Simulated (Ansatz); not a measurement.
System: bcc Nb. Method: PBEsol in Ansatz (PAW).

A relaxed, unreconstructed slab of the (110) face has 6 atoms, two equal faces of 7.574 Å² each and an energy of -26970.5283 eV. A bulk cell of 2 atoms with the same orientation and in-plane k mesh has -8990.9084 eV. Energies are extrapolated to zero smearing.

Run with plane-wave cutoff 500 eV, 20×20×1 k mesh (along the axes of the cell as run), Fermi–Dirac smearing 0.1 eV, scalar-relativistic PAW data made under PBE.

Worked out: γ = (E_slab − N E_bulk per atom)/2A = [-26970.5283 − 6 × (-8990.9084/2)]/(2 × 7.574) = 0.1450 eV/Å². With 16.022 J/m² per eV/Å² this is 2.32 J/m², or 1.10 eV per surface cell and face.

Ansatz is a first-principles code.
